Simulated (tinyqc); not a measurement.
Inside a calculation. Method: RHF in the sto-6g basis, for H2O, spin multiplicity 1. Computed by tinyqc, a small Python program that keeps every step (integrals from PySCF). Settings: charge = 0, multiplicity = 1, basis = sto-6g, energy threshold = 1e-10, iteration cap = 79, orthogonalisation = symmetric, start = highest core orbitals, DIIS depth = 6, DIIS from iteration = 2, method = RHF. Command: `OMP_NUM_THREADS=1 python tinyqc.py 27292 27293 out.jsonl` (the two numbers bound the seeds that draw the settings). One thread of a shared host (Intel(R) Xeon(R) Processor @ 2.60GHz), about 0.1 s of CPU time with the checks. Later iterations appear only in the table of the cycle.

## One-electron integrals

Geometry (angstrom):
```
atom       x        y       z
O     0.0000   0.0000  0.0000
H     0.0000   0.8770  0.8620
H     0.0000  -0.8850  0.8690
```

Basis sto-6g: exponents (1/bohr^2) and contraction coefficients of normalised primitives:
```
element  l (shell)   exponent  coefficient
O            s (1)  1355.5842       0.0092
O            s (1)   248.5449       0.0494
O            s (1)    69.5339       0.1685
O            s (1)    23.8868       0.3706
O            s (1)     9.2759       0.4165
O            s (1)     3.8203       0.1303
O            s (2)    52.1878      -0.0133
O            s (2)    10.3293      -0.0470
O            s (2)     3.2103      -0.0338
O            s (2)     1.2351       0.2502
O            s (2)     0.5364       0.5951
O            s (2)     0.2459       0.2407
O            p (3)    52.1878       0.0038
O            p (3)    10.3293       0.0377
O            p (3)     3.2103       0.1739
O            p (3)     1.2351       0.4180
O            p (3)     0.5364       0.4259
O            p (3)     0.2459       0.1017
H            s (1)    35.5232       0.0092
H            s (1)     6.5131       0.0494
H            s (1)     1.8221       0.1685
H            s (1)     0.6260       0.3706
H            s (1)     0.2431       0.4165
H            s (1)     0.1001       0.1303
```

Overlap, kinetic and nuclear-attraction integrals over the contracted functions; the nuclear repulsion is the sum of Za Zb / Rab.

nuclear repulsion = 7.156130 hartree

overlap S, lower triangle:
```
         1O 1s   1O 2s  1O 2px   1O 2py  1O 2pz   2H 1s   3H 1s
1O 1s   1.0000
1O 2s   0.2311  1.0000
1O 2px  0.0000  0.0000  1.0000
1O 2py  0.0000  0.0000  0.0000   1.0000
1O 2pz  0.0000  0.0000  0.0000   0.0000  1.0000
2H 1s   0.0296  0.3178  0.0000   0.2073  0.2038  1.0000
3H 1s   0.0288  0.3125  0.0000  -0.2046  0.2009  0.1741  1.0000
```

kinetic energy T (hartree), lower triangle:
```
          1O 1s   1O 2s  1O 2px   1O 2py  1O 2pz    2H 1s   3H 1s
1O 1s   29.3272
1O 2s   -0.8960  0.8426
1O 2px   0.0000  0.0000  2.5313
1O 2py   0.0000  0.0000  0.0000   2.5313
1O 2pz   0.0000  0.0000  0.0000   0.0000  2.5313
2H 1s   -0.0065  0.0332  0.0000   0.0854  0.0840   0.7685
3H 1s   -0.0065  0.0308  0.0000  -0.0822  0.0807  -0.0068  0.7685
```

nuclear attraction V (hartree), lower triangle:
```
           1O 1s    1O 2s   1O 2px   1O 2py   1O 2pz    2H 1s    3H 1s
1O 1s   -62.1153
1O 2s    -6.3494  -9.8553
1O 2px    0.0000   0.0000  -9.8104
1O 2py   -0.0001  -0.0013   0.0000  -9.8784
1O 2pz   -0.0138  -0.1626   0.0000  -0.0008  -9.8760
2H 1s    -0.9265  -2.3333   0.0000  -1.3348  -1.3542  -4.9401
3H 1s    -0.9038  -2.2875   0.0000   1.3120  -1.3303  -0.9188  -4.9128
```

core Hamiltonian H = T + V (hartree), lower triangle:
```
           1O 1s    1O 2s   1O 2px   1O 2py   1O 2pz    2H 1s    3H 1s
1O 1s   -32.7881
1O 2s    -7.2454  -9.0127
1O 2px    0.0000   0.0000  -7.2791
1O 2py   -0.0001  -0.0013   0.0000  -7.3471
1O 2pz   -0.0138  -0.1626   0.0000  -0.0008  -7.3447
2H 1s    -0.9330  -2.3002   0.0000  -1.2494  -1.2702  -4.1716
3H 1s    -0.9103  -2.2567   0.0000   1.2298  -1.2495  -0.9256  -4.1443
```

## Two-electron integrals

Functions are numbered as in S; the eight-fold symmetry (ij|kl) = (ji|kl) = (kl|ij) leaves the list below.

Two-electron integrals (ij|kl) in chemists' order, unique and non-zero (hartree):
```
(11|11) 4.7875      (21|11) 0.6759      (21|21) 0.1215      (22|11) 1.1174
(22|21) 0.2492      (22|22) 0.8174      (31|31) 0.0258      (32|31) 0.0391
(32|32) 0.1807      (33|11) 1.1174      (33|21) 0.2492      (33|22) 0.8174
(33|33) 0.8807      (41|41) 0.0258      (42|41) 0.0391      (42|42) 0.1807
(43|43) 0.0475      (44|11) 1.1174      (44|21) 0.2492      (44|22) 0.8174
(44|33) 0.7857      (44|44) 0.8807      (51|51) 0.0258      (52|51) 0.0391
(52|52) 0.1807      (53|53) 0.0475      (54|54) 0.0475      (55|11) 1.1174
(55|21) 0.2492      (55|22) 0.8174      (55|33) 0.7857      (55|44) 0.7857
(55|55) 0.8807      (61|11) 0.0919      (61|21) 0.0158      (61|22) 0.0318
(61|33) 0.0318      (61|41) 0.0006      (61|42) 0.0011      (61|44) 0.0319
(61|51) 0.0005      (61|52) 0.0011      (61|54) 1.00e-04    (61|55) 0.0319
(61|61) 0.0021      (62|11) 0.2471      (62|21) 0.0560      (62|22) 0.2064
(62|33) 0.2029      (62|41) 0.0032      (62|42) 0.0248      (62|44) 0.2083
(62|51) 0.0032      (62|52) 0.0243      (62|54) 0.0053      (62|55) 0.2081
(62|61) 0.0074      (62|62) 0.0680      (63|31) 0.0059      (63|32) 0.0342
(63|43) 0.0050      (63|53) 0.0049      (63|63) 0.0091      (64|11) 0.1355
(64|21) 0.0311      (64|22) 0.1222      (64|33) 0.1169      (64|41) 0.0074
(64|42) 0.0477      (64|44) 0.1299      (64|51) 0.0015      (64|52) 0.0132
(64|54) 0.0079      (64|55) 0.1198      (64|61) 0.0043      (64|62) 0.0489
(64|64) 0.0437      (65|11) 0.1332      (65|21) 0.0306      (65|22) 0.1201
(65|33) 0.1149      (65|41) 0.0015      (65|42) 0.0132      (65|44) 0.1179
(65|51) 0.0074      (65|52) 0.0472      (65|54) 0.0079      (65|55) 0.1276
(65|61) 0.0042      (65|62) 0.0481      (65|64) 0.0341      (65|65) 0.0426
(66|11) 0.4249      (66|21) 0.0981      (66|22) 0.4154      (66|33) 0.4002
(66|41) 0.0065      (66|42) 0.0704      (66|44) 0.4234      (66|51) 0.0064
(66|52) 0.0692      (66|54) 0.0228      (66|55) 0.4226      (66|61) 0.0130
(66|62) 0.1830      (66|64) 0.1496      (66|65) 0.1471      (66|66) 0.7750
(71|11) 0.0896      (71|21) 0.0155      (71|22) 0.0311      (71|33) 0.0310
(71|41) -0.0005     (71|42) -0.0011     (71|44) 0.0311      (71|51) 0.0005
(71|52) 0.0010      (71|54) -9.78e-05   (71|55) 0.0311      (71|61) 0.0020
(71|62) 0.0070      (71|64) 0.0037      (71|65) 0.0040      (71|66) 0.0122
(71|71) 0.0020      (72|11) 0.2422      (72|21) 0.0549      (72|22) 0.2025
(72|33) 0.1990      (72|41) -0.0032     (72|42) -0.0243     (72|44) 0.2044
(72|51) 0.0031      (72|52) 0.0239      (72|54) -0.0052     (72|55) 0.2042
(72|61) 0.0070      (72|62) 0.0541      (72|64) 0.0270      (72|65) 0.0373
(72|66) 0.1183      (72|71) 0.0070      (72|72) 0.0656      (73|31) 0.0058
(73|32) 0.0335      (73|43) -0.0049     (73|53) 0.0048      (73|63) 0.0070
(73|73) 0.0087      (74|11) -0.1332     (74|21) -0.0306     (74|22) -0.1203
(74|33) -0.1151     (74|41) 0.0073      (74|42) 0.0468      (74|44) -0.1278
(74|51) -0.0015     (74|52) -0.0130     (74|54) 0.0077      (74|55) -0.1179
(74|61) -0.0037     (74|62) -0.0271     (74|64) -0.0071     (74|65) -0.0184
(74|66) -0.0546     (74|71) -0.0041     (74|72) -0.0473     (74|74) 0.0424
(75|11) 0.1308      (75|21) 0.0300      (75|22) 0.1181      (75|33) 0.1130
(75|41) -0.0015     (75|42) -0.0130     (75|44) 0.1159      (75|51) 0.0072
(75|52) 0.0463      (75|54) -0.0077     (75|55) 0.1254      (75|61) 0.0040
(75|62) 0.0374      (75|64) 0.0183      (75|65) 0.0323      (75|66) 0.0890
(75|71) 0.0040      (75|72) 0.0465      (75|74) -0.0331     (75|75) 0.0412
(76|11) 0.0891      (76|21) 0.0204      (76|22) 0.0832      (76|33) 0.0811
(76|41) -3.32e-06   (76|42) -3.84e-05   (76|44) 0.0823      (76|51) 0.0017
(76|52) 0.0161      (76|54) -1.03e-05   (76|55) 0.0864      (76|61) 0.0027
(76|62) 0.0287      (76|64) 0.0179      (76|65) 0.0228      (76|66) 0.0864
(76|71) 0.0026      (76|72) 0.0283      (76|74) -0.0177     (76|75) 0.0225
(76|76) 0.0162      (77|11) 0.4215      (77|21) 0.0973      (77|22) 0.4124
(77|33) 0.3974      (77|41) -0.0064     (77|42) -0.0697     (77|44) 0.4203
(77|51) 0.0063      (77|52) 0.0684      (77|54) -0.0225     (77|55) 0.4195
(77|61) 0.0124      (77|62) 0.1197      (77|64) 0.0550      (77|65) 0.0898
(77|66) 0.2979      (77|71) 0.0126      (77|72) 0.1791      (77|74) -0.1469
(77|75) 0.1442      (77|76) 0.0864      (77|77) 0.7750
```

## Orthogonalisation

S = U s U^T; symmetric (Loewdin) form X = U s^(-1/2) U^T, so that X^T S X = 1.

eigenvalues of S: 0.5158  0.6091  0.8807  1.0000  1.1142  1.2169  1.6633

X, lower triangle:
```
          1O 1s    1O 2s  1O 2px   1O 2py   1O 2pz    2H 1s   3H 1s
1O 1s    1.0219
1O 2s   -0.1283   1.1041
1O 2px   0.0000   0.0000  1.0000
1O 2py  -0.0001   0.0010  0.0000   1.0403
1O 2pz  -0.0054   0.0522  0.0000   0.0006   1.0328
2H 1s    0.0146  -0.1709  0.0000  -0.1280  -0.1075   1.0862
3H 1s    0.0144  -0.1667  0.0000   0.1261  -0.1052  -0.0629  1.0833
```

## Starting guess

The start is the highest orbitals of the core Hamiltonian (a deliberately bad start); D = 2 C_occ C_occ^T.

D at the start, lower triangle:
```
          1O 1s    1O 2s  1O 2px   1O 2py   1O 2pz    2H 1s   3H 1s
1O 1s    0.0136
1O 2s   -0.0737   0.4593
1O 2px   0.0000   0.0000  2.0000
1O 2py   0.0015  -0.0043  0.0000   2.2289
1O 2pz   0.1307  -0.5134  0.0000  -0.0004   1.8763
2H 1s    0.0435  -0.4807  0.0000  -0.5594  -0.3610   2.4501
3H 1s    0.0429  -0.4673  0.0000   0.5523  -0.3524  -0.2566  2.4344
```

## Iteration 1: building the Fock matrix

J_ij = sum D_kl (ij|kl), K_ij = sum D_kl (ik|jl); F = H + J - 0.5 K; E = tr D H + tr D J / 2 - 0.25 tr D K + E_nn.

Coulomb J (hartree), lower triangle:
```
          1O 1s    1O 2s  1O 2px   1O 2py  1O 2pz   2H 1s   3H 1s
1O 1s    8.3865
1O 2s    1.8795   6.5014
1O 2px   0.0000   0.0000  6.4510
1O 2py  -0.0004  -0.0016  0.0000   6.5419
1O 2pz  -0.0228   0.0113  0.0000   0.0003  6.5112
2H 1s    0.2397   1.7908  0.0000   1.1135  1.1127  4.5478
3H 1s    0.2339   1.7585  0.0000  -1.0975  1.0951  0.8162  4.5330
```

exchange K (hartree), lower triangle:
```
          1O 1s    1O 2s  1O 2px   1O 2py  1O 2pz   2H 1s   3H 1s
1O 1s    0.1717
1O 2s    0.2353   1.2747
1O 2px   0.0000   0.0000  1.9923
1O 2py  -0.0003  -0.0070  0.0000   2.0525
1O 2pz  -0.0284  -0.5968  0.0000  -0.0017  1.8333
2H 1s    0.0335   0.3571  0.0000   0.3695  0.2258  1.5995
3H 1s    0.0328   0.3524  0.0000  -0.3673  0.2233  0.2095  1.6005
```

Fock matrix F (hartree), lower triangle:
```
           1O 1s    1O 2s   1O 2px   1O 2py   1O 2pz    2H 1s    3H 1s
1O 1s   -24.4874
1O 2s    -5.4835  -3.1487
1O 2px    0.0000   0.0000  -1.8243
1O 2py   -0.0004   0.0006   0.0000  -1.8315
1O 2pz   -0.0224   0.1470   0.0000   0.0004  -1.7501
2H 1s    -0.7101  -0.6879   0.0000  -0.3206  -0.2704  -0.4236
3H 1s    -0.6929  -0.6744   0.0000   0.3160  -0.2661  -0.2142  -0.4115
```

total energy of this density = -28.344126 hartree

## Iteration 1: diagonalisation and new density

Diagonalise F' = X^T F X, C = X C', fill 5 alpha and 5 beta electrons from the bottom; D = 2 C_occ C_occ^T. Each column has its largest component positive (the first on a tie).

F' = X^T F X (hartree), lower triangle:
```
          1        2        3        4        5        6        7
1  -24.2224
2   -2.4271  -2.2547
3    0.0000   0.0000  -1.8243
4   -0.0004   0.0011   0.0000  -1.8203
5   -0.0459   0.1730   0.0000   0.0007  -1.7398
6   -0.1202  -0.2124   0.0000  -0.1194  -0.0901  -0.2133
7   -0.1158  -0.2077   0.0000   0.1179  -0.0883  -0.0691  -0.2076
```

orbital energies (hartree): MO1 -24.4890, MO2 -2.1023, MO3 -1.8369, MO4 -1.8243, MO5 -1.6863, MO6 -0.2189, MO7 -0.1247

coefficients C:
```
            MO1      MO2      MO3     MO4      MO5      MO6      MO7
1O 1s    1.0021  -0.2125   0.0000  0.0000  -0.0963   0.0517   0.0006
1O 2s   -0.0095   0.9614   0.0001  0.0000   0.4394  -0.4214  -0.0039
1O 2px   0.0000   0.0000   0.0000  1.0000   0.0000   0.0000   0.0000
1O 2py   0.0000  -0.0015   1.0175  0.0000   0.0044  -0.0085   0.2811
1O 2pz   0.0003  -0.3871  -0.0043  0.0000   0.9352  -0.2598  -0.0026
2H 1s    0.0019  -0.0314  -0.0465  0.0000  -0.0488   0.7662  -0.8054
3H 1s    0.0018  -0.0310   0.0465  0.0000  -0.0481   0.7286   0.8344
```

D after iteration 1, lower triangle:
```
          1O 1s    1O 2s  1O 2px   1O 2py   1O 2pz   2H 1s   3H 1s
1O 1s    2.1171
1O 2s   -0.5123   2.2351
1O 2px   0.0000   0.0000  2.0000
1O 2py  -0.0002   0.0012  0.0000   2.0708
1O 2pz  -0.0151   0.0775  0.0000   0.0007   2.0491
2H 1s    0.0265  -0.1033  0.0000  -0.0950  -0.0667  0.0111
3H 1s    0.0261  -0.1019  0.0000   0.0942  -0.0663  0.0023  0.0109
```

## Iteration 2: building the Fock matrix

As before.

Coulomb J (hartree), lower triangle:
```
          1O 1s   1O 2s  1O 2px   1O 2py  1O 2pz   2H 1s   3H 1s
1O 1s   18.6116
1O 2s    3.3500  8.7908
1O 2px   0.0000  0.0000  8.7914
1O 2py   0.0000  0.0000  0.0000   8.7908
1O 2pz   0.0017  0.0012  0.0000   0.0000  8.7901
2H 1s    0.4394  2.1479  0.0000   1.2490  1.2272  4.1628
3H 1s    0.4287  2.1068  0.0000  -1.2290  1.2063  0.8433  4.1322
```

exchange K (hartree), lower triangle:
```
         1O 1s   1O 2s  1O 2px   1O 2py  1O 2pz   2H 1s   3H 1s
1O 1s   9.8751
1O 2s   1.5875  2.8424
1O 2px  0.0000  0.0000  2.3589
1O 2py  0.0000  0.0001  0.0000   2.3656
1O 2pz  0.0003  0.0095  0.0000   0.0000  2.3620
2H 1s   0.2263  0.6471  0.0000   0.3034  0.3026  0.2710
3H 1s   0.2208  0.6340  0.0000  -0.2981  0.2970  0.1543  0.2611
```

Fock matrix F (hartree), lower triangle:
```
           1O 1s    1O 2s  1O 2px   1O 2py   1O 2pz    2H 1s    3H 1s
1O 1s   -19.1140
1O 2s    -4.6892  -1.6431
1O 2px    0.0000   0.0000  0.3329
1O 2py   -0.0001  -0.0013  0.0000   0.2610
1O 2pz   -0.0123  -0.1661  0.0000  -0.0008   0.2644
2H 1s    -0.6067  -0.4757  0.0000  -0.1521  -0.1944  -0.1443
3H 1s    -0.5920  -0.4669  0.0000   0.1499  -0.1917  -0.1595  -0.1426
```

total energy of this density = -74.250271 hartree

## Iteration 2: diagonalisation and new density

As before.

F' = X^T F X (hartree), lower triangle:
```
          1        2       3        4        5        6       7
1  -18.7904
2   -2.4529  -0.7183
3    0.0000   0.0000  0.3329
4   -0.0002   0.0006  0.0000   0.3628
5   -0.0168  -0.0623  0.0000   0.0006   0.3489
6   -0.0681  -0.2607  0.0000  -0.2236  -0.2054   0.0594
7   -0.0650  -0.2543  0.0000   0.2203  -0.2012  -0.0610  0.0539
```

orbital energies (hartree): MO1 -19.1185, MO2 -0.6379, MO3 -0.0967, MO4 0.0640, MO5 0.3329, MO6 0.5279, MO7 0.5776

coefficients C:
```
            MO1      MO2      MO3      MO4     MO5      MO6      MO7
1O 1s    0.9961  -0.2082   0.0005  -0.1514  0.0000  -0.0528  -0.0055
1O 2s    0.0172   0.7872  -0.0017   0.7461  0.0000   0.3422   0.0361
1O 2px   0.0000   0.0000   0.0000   0.0000  1.0000   0.0000   0.0000
1O 2py   0.0000   0.0015  -0.4384  -0.0072  0.0000  -0.0818   0.9568
1O 2pz   0.0018   0.1749   0.0009  -0.4197  0.0000   0.9376   0.0790
2H 1s   -0.0028   0.2330  -0.5917  -0.5032  0.0000  -0.4626  -0.6078
3H 1s   -0.0027   0.2294   0.6052  -0.4978  0.0000  -0.5491   0.5141
```

D after iteration 2, lower triangle:
```
          1O 1s    1O 2s  1O 2px   1O 2py  1O 2pz    2H 1s   3H 1s
1O 1s    2.1168
1O 2s   -0.5194   2.3535
1O 2px   0.0000   0.0000  2.0000
1O 2py   0.0012  -0.0069  0.0000   0.3845
1O 2pz   0.0579  -0.3509  0.0000   0.0058  0.4136
2H 1s    0.0492  -0.3822  0.0000   0.5268  0.5029   1.3153
3H 1s    0.0503  -0.3837  0.0000  -0.5227  0.4991  -0.1083  1.3333
```

## Iteration 10 (converged): orbitals

converged F (hartree), lower triangle:
```
           1O 1s    1O 2s   1O 2px   1O 2py   1O 2pz    2H 1s    3H 1s
1O 1s   -20.5513
1O 2s    -4.9677  -2.2965
1O 2px    0.0000   0.0000  -0.4017
1O 2py   -0.0001  -0.0012   0.0000  -0.1990
1O 2pz   -0.0212  -0.0463   0.0000  -0.0019  -0.2235
2H 1s    -0.6423  -0.6378   0.0000  -0.2999  -0.3179  -0.3273
3H 1s    -0.6268  -0.6264   0.0000   0.2970  -0.3147  -0.2111  -0.3204
```

As before.

F' = X^T F X (hartree), lower triangle:
```
          1        2        3        4        5        6        7
1  -20.2297
2   -2.4917  -1.3388
3    0.0000   0.0000  -0.4017
4   -0.0003   0.0009   0.0000  -0.0612
5   -0.0421   0.0900   0.0000  -0.0003  -0.1077
6   -0.0699  -0.3162   0.0000  -0.3247  -0.2896  -0.0506
7   -0.0666  -0.3096   0.0000   0.3218  -0.2857  -0.0704  -0.0519
```

orbital energies (hartree): MO1 -20.5541, MO2 -1.1905, MO3 -0.4800, MO4 -0.4456, MO5 -0.4017, MO6 0.3921, MO7 0.4381

coefficients C:
```
            MO1      MO2      MO3      MO4     MO5      MO6      MO7
1O 1s    0.9970  -0.2330   0.0040   0.0790  0.0000  -0.0815  -0.0068
1O 2s    0.0132   0.9302  -0.0221  -0.4262  0.0000   0.4957   0.0429
1O 2px   0.0000   0.0000   0.0000   0.0000  1.0000   0.0000   0.0000
1O 2py   0.0000   0.0013   0.6452  -0.0273  0.0000  -0.0630   0.8328
1O 2pz   0.0019   0.0581   0.0295   0.6903  0.0000   0.7795   0.0608
2H 1s   -0.0022   0.1215   0.4689   0.3596  0.0000  -0.5837  -0.7325
3H 1s   -0.0021   0.1188  -0.4392   0.3989  0.0000  -0.6830   0.6323
```

D after iteration 10, lower triangle:
```
          1O 1s    1O 2s  1O 2px   1O 2py  1O 2pz    2H 1s   3H 1s
1O 1s    2.1091
1O 2s   -0.4746   2.0952
1O 2px   0.0000   0.0000  2.0000
1O 2py   0.0004  -0.0028  0.0000   0.8341
1O 2pz   0.0859  -0.4815  0.0000   0.0006  0.9616
2H 1s   -0.0003  -0.1013  0.0000   0.5857  0.5383   0.7278
3H 1s   -0.0001  -0.0995  0.0000  -0.5882  0.5386  -0.0961  0.7323
```

## Convergence

Stop when the energy changes by less than 1e-10 hartree and every element of the error matrix X^T (F D S - S D F) X is below 3e-06.

Course of the cycle:
```
iteration  E (hartree)     change  largest element of the error matrix
1           -28.344126          -                             4.27e-01
2           -74.250271  -4.59e+01                             4.72e-01
3           -75.308203  -1.06e+00                             3.94e-01
4           -75.588820  -2.81e-01                             5.03e-02
5           -75.593020  -4.20e-03                             9.55e-03
6           -75.593146  -1.26e-04                             2.62e-03
7           -75.593166  -2.08e-05                             7.36e-04
8           -75.593167  -8.07e-07                             2.70e-05
9           -75.593167  -1.05e-09                             3.85e-06
10          -75.593167  -2.15e-11                             9.73e-08
```

PySCF RHF in the same basis = -75.593167 hartree

Converged in 10 iterations.

## Populations, bond orders and dipole

Mulliken: Z minus the diagonal of D S on the atom; Loewdin: the same with S^(1/2) D S^(1/2); Mayer order: 2 sum_s sum (D(s) S)_ij (D(s) S)_ji over the two atoms.

Charges (e):
```
atom  Mulliken  Loewdin
1O     -0.1770  -0.1354
2H      0.0900   0.0688
3H      0.0870   0.0667
```

Mayer bond orders:
```
pair     order
2-1     0.9917
3-1     0.9923
3-2   1.60e-04
```

dipole moment about the origin, x y z (debye): 0.0000  0.0091  1.4418
